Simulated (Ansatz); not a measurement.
`CC(C)C`. Total charge 0; spin multiplicity 1.

Cartesian coordinates in Å:
```
C -1.288 -0.654 -0.112
C 0.022 -0.071 0.397
C 0.065 1.435 0.189
C 1.213 -0.747 -0.265
H -1.339 -1.732 0.061
H -2.149 -0.193 0.380
H -1.392 -0.486 -1.189
H 0.080 -0.265 1.476
H 0.008 1.679 -0.877
H 0.991 1.866 0.579
H -0.772 1.931 0.687
H 2.159 -0.354 0.118
H 1.198 -0.580 -1.347
H 1.204 -1.827 -0.096
```

**Question.** List the harmonic frequencies (cm⁻¹, unscaled) at PBE0-D4/def2-TZVP in Ansatz. (Best estimate.)

**Answer.** The calculation gave: 215, 259, 260, 362, 362, 427, 817, 922, 922, 952, 987, 987, 1200, 1200, 1209, 1357, 1357, 1393, 1393, 1419, 1471, 1478, 1478, 1498, 1499, 1505, 3019, 3034, 3034, 3040, 3103, 3103, 3112, 3114, 3118, 3118.

**Question.** Is this a minimum?

**Answer.** Yes, all 36 modes are real.

**Question.** Give the ideal-gas thermochemistry at 298.15 K and 1 bar (rigid rotor, harmonic oscillator; point group C3v, symmetry number 3).

**Answer.** Zero-point energy 345.3 kJ/mol; H(298) − E = 362.7 kJ/mol; entropy 292.8 J/(mol·K), of which translation 159.5, rotation 93.6, vibration 39.7; G(298) − E = 275.5 kJ/mol.
